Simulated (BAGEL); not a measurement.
**One shape, several levels: doublet C5H12O+**

Aim: a comparison of 3 runs (UHF/STO-3G, UHF/3-21G, ROHF/6-31G*) of doublet C5H12O+. 

The calculation is run with BAGEL 1.2.2.

2 further runs of the same task are left out: 2 set aside as unsound or not needed. Runs told in other sessions of the task aren't counted.

**1. The system as given**

C5H12O+: 18 atoms, total charge +1, spin state doublet. SMILES of the parent species: `COC(C)(C)C`. The shape is that of a PBE0-D4/def2-TZVP optimisation. This is one conformer, not always the lowest. That shape belongs to the parent species and isn't relaxed for this state.

Some bond lengths: C1–O2 1.400 Å, O2–C3 1.428 Å, C3–C4 1.524 Å, C3–C5 1.519 Å, C3–C6 1.524 Å, C1–H7 1.091 Å, C1–H8 1.097 Å, C1–H9 1.097 Å, C4–H10 1.092 Å, C4–H11 1.092 Å, C4–H12 1.092 Å, C5–H13 1.092 Å, C5–H14 1.092 Å, C5–H15 1.092 Å, C6–H16 1.092 Å, C6–H17 1.092 Å. Some angles: C1–O2–C3 117.3°, O2–C3–C4 111.1°, O2–C3–C5 103.7°, O2–C3–C6 111.0°, C4–C3–C5 110.1°, C4–C3–C6 110.7°, C5–C3–C6 110.1°, O2–C1–H7 106.5°, O2–C1–H8 112.7°, O2–C1–H9 112.7°.

**2. The energy at UHF/STO-3G (density fitting with cc-pvqz-jkfit) (run 1)**

input.json

```json
{ "bagel": [

{
  "title": "molecule",
  "basis": "sto-3g",
  "df_basis": "cc-pvqz-jkfit",
  "angstrom": true,
  "geometry": [
    { "atom": "C", "xyz": [       1.100480,      -0.959970,       1.521140 ] },
    { "atom": "O", "xyz": [       0.926810,       0.250950,       0.840530 ] },
    { "atom": "C", "xyz": [      -0.065020,       0.288910,      -0.186400 ] },
    { "atom": "C", "xyz": [       0.265150,      -0.694660,      -1.303090 ] },
    { "atom": "C", "xyz": [       0.010140,       1.713440,      -0.707460 ] },
    { "atom": "C", "xyz": [      -1.452030,       0.012340,       0.382080 ] },
    { "atom": "H", "xyz": [       1.887870,      -0.791620,       2.256890 ] },
    { "atom": "H", "xyz": [       1.419790,      -1.774780,       0.859720 ] },
    { "atom": "H", "xyz": [       0.196730,      -1.278490,       2.055120 ] },
    { "atom": "H", "xyz": [       1.283800,      -0.531380,      -1.661950 ] },
    { "atom": "H", "xyz": [       0.173680,      -1.732230,      -0.975000 ] },
    { "atom": "H", "xyz": [      -0.421230,      -0.555430,      -2.141050 ] },
    { "atom": "H", "xyz": [       1.010890,       1.920540,      -1.091450 ] },
    { "atom": "H", "xyz": [      -0.713160,       1.872080,      -1.509770 ] },
    { "atom": "H", "xyz": [      -0.199490,       2.419500,       0.098370 ] },
    { "atom": "H", "xyz": [      -2.212110,       0.180080,      -0.383980 ] },
    { "atom": "H", "xyz": [      -1.656610,       0.680160,       1.221850 ] },
    { "atom": "H", "xyz": [      -1.555690,      -1.019450,       0.724460 ] }
  ]
},

{ "title": "uhf", "charge": 1, "nopen": 1 },

{ "title": "print", "file": "orbitals.molden", "orbitals": true }

]}
```

Started as:

```
$ BAGEL_NUM_THREADS=1 BAGEL input.json > input.out
```

The program printed:

```text
* using 1 threads per process

  ===============================================================
  ===============================================================

  *** Geometry ***

  { "atom" : "C", "xyz" : [      2.079606,     -1.814080,      2.874538 ] },
  { "atom" : "O", "xyz" : [      1.751417,      0.474227,      1.588372 ] },
  { "atom" : "C", "xyz" : [     -0.122870,      0.545961,     -0.352245 ] },
  { "atom" : "C", "xyz" : [      0.501061,     -1.312717,     -2.462483 ] },
  { "atom" : "C", "xyz" : [      0.019162,      3.237932,     -1.336906 ] },
  { "atom" : "C", "xyz" : [     -2.743939,      0.023319,      0.722027 ] },
  { "atom" : "H", "xyz" : [      3.567557,     -1.495945,      4.264904 ] },
  { "atom" : "H", "xyz" : [      2.683014,     -3.353848,      1.624635 ] },
  { "atom" : "H", "xyz" : [      0.371766,     -2.415996,      3.883614 ] },
  { "atom" : "H", "xyz" : [      2.426030,     -1.004163,     -3.140630 ] },
  { "atom" : "H", "xyz" : [      0.328208,     -3.273440,     -1.842483 ] },
  { "atom" : "H", "xyz" : [     -0.796009,     -1.049611,     -4.045998 ] },
  { "atom" : "H", "xyz" : [      1.910305,      3.629295,     -2.062542 ] },
  { "atom" : "H", "xyz" : [     -1.347677,      3.537718,     -2.853052 ] },
  { "atom" : "H", "xyz" : [     -0.376981,      4.572192,      0.185892 ] },
  { "atom" : "H", "xyz" : [     -4.180282,      0.340302,     -0.725617 ] },
  { "atom" : "H", "xyz" : [     -3.130539,      1.285316,      2.308962 ] },
  { "atom" : "H", "xyz" : [     -2.939828,     -1.926481,      1.369031 ] },

  Number of auxiliary basis functions:     1248

  Since a DF basis is specified, we compute 2- and 3-index integrals:
    o Being stored without compression. Storage requirement is 0.018 GB

  Number of basis functions:       42
  Number of electrons      :       50

    * METHOD: MOLECULE                             1.83

  *** Open-shell HF ***

  === Nuclear Repulsion ===
   272.4626608558

      * DIIS with orbital gradients will be used.

  === UHF iteration (sto-3g) ===
      0       -267.51044528          0.02476455           0.24
      1       -267.62579567          0.01008366           0.24
      2       -267.64639297          0.00416046           0.24
      3       -267.65295668          0.00268567           0.24
      4       -267.65660798          0.00058246           0.24
      5       -267.65668986          0.00016127           0.24
      6       -267.65671047          0.00003758           0.24
      7       -267.65671471          0.00000801           0.24
      8       -267.65671611          0.00000370           0.24
      9       -267.65671660          0.00000109           0.24
     10       -267.65671668          0.00000042           0.24
     11       -267.65671669          0.00000025           0.24
     12       -267.65671669          0.00000021           0.24
     13       -267.65671669          0.00000014           0.24
     14       -267.65671669          0.00000009           0.24
     15       -267.65671669          0.00000006           0.24
     16       -267.65671669          0.00000002           0.24
     17       -267.65671669          0.00000001           0.24
    * SCF iteration converged.

    * S^2 (UHF) is 0.7587

    * Permanent dipole moment:
           (   -0.444221,     0.708036,    -0.747583) a.u.

    * METHOD: UHF                                  4.62

    * METHOD: PRINT                                0.00

  ===============================================================
```

Wall time 6.6 s (1 thread of Arm Neoverse V2, shared host); peak memory 0.15 GiB.

**3. The energy at UHF/3-21G (density fitting with cc-pvqz-jkfit) (run 2)**

job.json

```json
{ "bagel" : [

{
  "title" : "molecule",
  "basis" : "3-21g",
  "df_basis" : "cc-pvqz-jkfit",
  "angstrom" : true,
  "geometry" : [
    { "atom" : "C", "xyz" : [    1.100480,   -0.959970,    1.521140 ] },
    { "atom" : "O", "xyz" : [    0.926810,    0.250950,    0.840530 ] },
    { "atom" : "C", "xyz" : [   -0.065020,    0.288910,   -0.186400 ] },
    { "atom" : "C", "xyz" : [    0.265150,   -0.694660,   -1.303090 ] },
    { "atom" : "C", "xyz" : [    0.010140,    1.713440,   -0.707460 ] },
    { "atom" : "C", "xyz" : [   -1.452030,    0.012340,    0.382080 ] },
    { "atom" : "H", "xyz" : [    1.887870,   -0.791620,    2.256890 ] },
    { "atom" : "H", "xyz" : [    1.419790,   -1.774780,    0.859720 ] },
    { "atom" : "H", "xyz" : [    0.196730,   -1.278490,    2.055120 ] },
    { "atom" : "H", "xyz" : [    1.283800,   -0.531380,   -1.661950 ] },
    { "atom" : "H", "xyz" : [    0.173680,   -1.732230,   -0.975000 ] },
    { "atom" : "H", "xyz" : [   -0.421230,   -0.555430,   -2.141050 ] },
    { "atom" : "H", "xyz" : [    1.010890,    1.920540,   -1.091450 ] },
    { "atom" : "H", "xyz" : [   -0.713160,    1.872080,   -1.509770 ] },
    { "atom" : "H", "xyz" : [   -0.199490,    2.419500,    0.098370 ] },
    { "atom" : "H", "xyz" : [   -2.212110,    0.180080,   -0.383980 ] },
    { "atom" : "H", "xyz" : [   -1.656610,    0.680160,    1.221850 ] },
    { "atom" : "H", "xyz" : [   -1.555690,   -1.019450,    0.724460 ] }
  ]
},
{ "title" : "uhf", "charge" : 1, "nopen" : 1 },
{ "title" : "print", "file" : "orbitals.molden", "orbitals" : true }

]}
```

Started as:

```
$ BAGEL_NUM_THREADS=1 BAGEL job.json > job.out
```

The program printed:

```text
* using 1 threads per process

  ===============================================================
  ===============================================================

  *** Geometry ***

  { "atom" : "C", "xyz" : [      2.079606,     -1.814080,      2.874538 ] },
  { "atom" : "O", "xyz" : [      1.751417,      0.474227,      1.588372 ] },
  { "atom" : "C", "xyz" : [     -0.122870,      0.545961,     -0.352245 ] },
  { "atom" : "C", "xyz" : [      0.501061,     -1.312717,     -2.462483 ] },
  { "atom" : "C", "xyz" : [      0.019162,      3.237932,     -1.336906 ] },
  { "atom" : "C", "xyz" : [     -2.743939,      0.023319,      0.722027 ] },
  { "atom" : "H", "xyz" : [      3.567557,     -1.495945,      4.264904 ] },
  { "atom" : "H", "xyz" : [      2.683014,     -3.353848,      1.624635 ] },
  { "atom" : "H", "xyz" : [      0.371766,     -2.415996,      3.883614 ] },
  { "atom" : "H", "xyz" : [      2.426030,     -1.004163,     -3.140630 ] },
  { "atom" : "H", "xyz" : [      0.328208,     -3.273440,     -1.842483 ] },
  { "atom" : "H", "xyz" : [     -0.796009,     -1.049611,     -4.045998 ] },
  { "atom" : "H", "xyz" : [      1.910305,      3.629295,     -2.062542 ] },
  { "atom" : "H", "xyz" : [     -1.347677,      3.537718,     -2.853052 ] },
  { "atom" : "H", "xyz" : [     -0.376981,      4.572192,      0.185892 ] },
  { "atom" : "H", "xyz" : [     -4.180282,      0.340302,     -0.725617 ] },
  { "atom" : "H", "xyz" : [     -3.130539,      1.285316,      2.308962 ] },
  { "atom" : "H", "xyz" : [     -2.939828,     -1.926481,      1.369031 ] },

  Number of auxiliary basis functions:     1248

  Since a DF basis is specified, we compute 2- and 3-index integrals:
    o Being stored without compression. Storage requirement is 0.061 GB

  Number of basis functions:       78
  Number of electrons      :       50

    * METHOD: MOLECULE                             1.86

  *** Open-shell HF ***

  === Nuclear Repulsion ===
   272.4626608558

      * DIIS with orbital gradients will be used.

  === UHF iteration (3-21g) ===
      0       -269.21512820          0.02738023           0.48
      1       -269.33796396          0.01110788           0.49
      2       -269.36069918          0.00508856           0.48
      3       -269.36954842          0.00337855           0.48
      4       -269.37633579          0.00169347           0.48
      5       -269.37926499          0.00062324           0.48
      6       -269.37965631          0.00010203           0.49
      7       -269.37967362          0.00004633           0.48
      8       -269.37967898          0.00001546           0.48
      9       -269.37967974          0.00000554           0.48
     10       -269.37968016          0.00000197           0.48
     11       -269.37968025          0.00000122           0.49
     12       -269.37968029          0.00000071           0.49
     13       -269.37968030          0.00000043           0.48
     14       -269.37968030          0.00000035           0.48
     15       -269.37968030          0.00000028           0.48
     16       -269.37968030          0.00000021           0.48
     17       -269.37968031          0.00000009           0.48
     18       -269.37968031          0.00000004           0.48
     19       -269.37968031          0.00000002           0.48
     20       -269.37968031          0.00000001           0.48
    * SCF iteration converged.

    * S^2 (UHF) is 0.7606

    * Permanent dipole moment:
           (   -0.255768,     0.871891,    -0.623727) a.u.

    * METHOD: UHF                                 10.58

    * METHOD: PRINT                                0.01

  ===============================================================
```

Wall time 13 s (1 thread of Arm Neoverse V2, shared host); peak memory 0.26 GiB.

**4. A single-point energy at ROHF/6-31G(d) (density fitting with cc-pvqz-jkfit, spherical functions) (run 3)**

input.json

```json
{ "bagel" : [

{
  "title" : "molecule",
  "basis" : "6-31gs.json",
  "df_basis" : "cc-pvqz-jkfit",
  "angstrom" : "true",
  "geometry" : [
    { "atom" : "C", "xyz" : [       1.100480,      -0.959970,       1.521140 ] },
    { "atom" : "O", "xyz" : [       0.926810,       0.250950,       0.840530 ] },
    { "atom" : "C", "xyz" : [      -0.065020,       0.288910,      -0.186400 ] },
    { "atom" : "C", "xyz" : [       0.265150,      -0.694660,      -1.303090 ] },
    { "atom" : "C", "xyz" : [       0.010140,       1.713440,      -0.707460 ] },
    { "atom" : "C", "xyz" : [      -1.452030,       0.012340,       0.382080 ] },
    { "atom" : "H", "xyz" : [       1.887870,      -0.791620,       2.256890 ] },
    { "atom" : "H", "xyz" : [       1.419790,      -1.774780,       0.859720 ] },
    { "atom" : "H", "xyz" : [       0.196730,      -1.278490,       2.055120 ] },
    { "atom" : "H", "xyz" : [       1.283800,      -0.531380,      -1.661950 ] },
    { "atom" : "H", "xyz" : [       0.173680,      -1.732230,      -0.975000 ] },
    { "atom" : "H", "xyz" : [      -0.421230,      -0.555430,      -2.141050 ] },
    { "atom" : "H", "xyz" : [       1.010890,       1.920540,      -1.091450 ] },
    { "atom" : "H", "xyz" : [      -0.713160,       1.872080,      -1.509770 ] },
    { "atom" : "H", "xyz" : [      -0.199490,       2.419500,       0.098370 ] },
    { "atom" : "H", "xyz" : [      -2.212110,       0.180080,      -0.383980 ] },
    { "atom" : "H", "xyz" : [      -1.656610,       0.680160,       1.221850 ] },
    { "atom" : "H", "xyz" : [      -1.555690,      -1.019450,       0.724460 ] }
  ]
},

{
  "title" : "rohf",
  "charge" : 1,
  "nopen" : 1
},

{
  "title" : "print",
  "file" : "orbitals.molden",
  "orbitals" : "true"
}

]}
```

The basis set 6-31G* is read from a file made from the Basis Set Exchange's data (not shown).

Started as:

```
$ BAGEL_NUM_THREADS=1 BAGEL input.json > input.out
```

The program printed:

```text
* using 1 threads per process

  ===============================================================
  ===============================================================

  *** Geometry ***

  { "atom" : "C", "xyz" : [      2.079606,     -1.814080,      2.874538 ] },
  { "atom" : "O", "xyz" : [      1.751417,      0.474227,      1.588372 ] },
  { "atom" : "C", "xyz" : [     -0.122870,      0.545961,     -0.352245 ] },
  { "atom" : "C", "xyz" : [      0.501061,     -1.312717,     -2.462483 ] },
  { "atom" : "C", "xyz" : [      0.019162,      3.237932,     -1.336906 ] },
  { "atom" : "C", "xyz" : [     -2.743939,      0.023319,      0.722027 ] },
  { "atom" : "H", "xyz" : [      3.567557,     -1.495945,      4.264904 ] },
  { "atom" : "H", "xyz" : [      2.683014,     -3.353848,      1.624635 ] },
  { "atom" : "H", "xyz" : [      0.371766,     -2.415996,      3.883614 ] },
  { "atom" : "H", "xyz" : [      2.426030,     -1.004163,     -3.140630 ] },
  { "atom" : "H", "xyz" : [      0.328208,     -3.273440,     -1.842483 ] },
  { "atom" : "H", "xyz" : [     -0.796009,     -1.049611,     -4.045998 ] },
  { "atom" : "H", "xyz" : [      1.910305,      3.629295,     -2.062542 ] },
  { "atom" : "H", "xyz" : [     -1.347677,      3.537718,     -2.853052 ] },
  { "atom" : "H", "xyz" : [     -0.376981,      4.572192,      0.185892 ] },
  { "atom" : "H", "xyz" : [     -4.180282,      0.340302,     -0.725617 ] },
  { "atom" : "H", "xyz" : [     -3.130539,      1.285316,      2.308962 ] },
  { "atom" : "H", "xyz" : [     -2.939828,     -1.926481,      1.369031 ] },

  Number of auxiliary basis functions:     1248

  Since a DF basis is specified, we compute 2- and 3-index integrals:
    o Being stored without compression. Storage requirement is 0.116 GB

  Number of basis functions:      108
  Number of electrons      :       50

    * METHOD: MOLECULE                             2.40

  *** Open-shell HF ***

  === Nuclear Repulsion ===
   272.4626608558

      * DIIS with orbital gradients will be used.

  === ROHF iteration (6-31gs.json) ===
      0       -270.63754013          0.02530723           0.97
      1       -270.78794111          0.01365144           0.95
      2       -270.81630094          0.00847356           0.94
      3       -270.83796106          0.00344528           0.95
      4       -270.84702094          0.00218935           0.77
      5       -270.85441417          0.00127785           0.71
      6       -270.85707417          0.00066799           0.73
      7       -270.85862769          0.00014128           0.72
      8       -270.85840445          0.00004376           0.71
      9       -270.85845728          0.00001231           0.70
     10       -270.85846205          0.00000248           0.70
     11       -270.85846412          0.00000111           0.71
     12       -270.85846437          0.00000063           0.70
     13       -270.85846440          0.00000052           0.70
     14       -270.85846444          0.00000045           0.71
     15       -270.85846444          0.00000031           0.71
     16       -270.85846442          0.00000017           0.70
     17       -270.85846440          0.00000009           0.70
     18       -270.85846439          0.00000004           0.69
     19       -270.85846440          0.00000001           0.70
     20       -270.85846440          0.00000001           0.70
    * SCF iteration converged.

    * S^2 (ROHF) is 0.7500

    * Permanent dipole moment:
           (   -0.330567,     0.759984,    -0.653395) a.u.

    * METHOD: ROHF                                16.74

    * METHOD: PRINT                                0.02

  ===============================================================
```

Wall time 20 s (1 thread of Arm Neoverse V2, shared host); peak memory 0.37 GiB.

**5. The series**

```
run                                                                  level  energy (Eh)   ⟨S²⟩  wall time
  1                        UHF/STO-3G (density fitting with cc-pvqz-jkfit)  -267.656717  0.759      6.6 s
  2                         UHF/3-21G (density fitting with cc-pvqz-jkfit)  -269.379680  0.761       13 s
  3  ROHF/6-31G* (density fitting with cc-pvqz-jkfit, spherical functions)  -270.858464  0.750       20 s
```

**6. Summary of results**

| quantity | value |
| --- | --- |
| run 3: total energy | -270.85846 Eh |
| run 3: ⟨S²⟩ | 0.750 |

In run 1 the basis is minimal, so the values are rough. All runs together took 39 s, the longest 20 s.
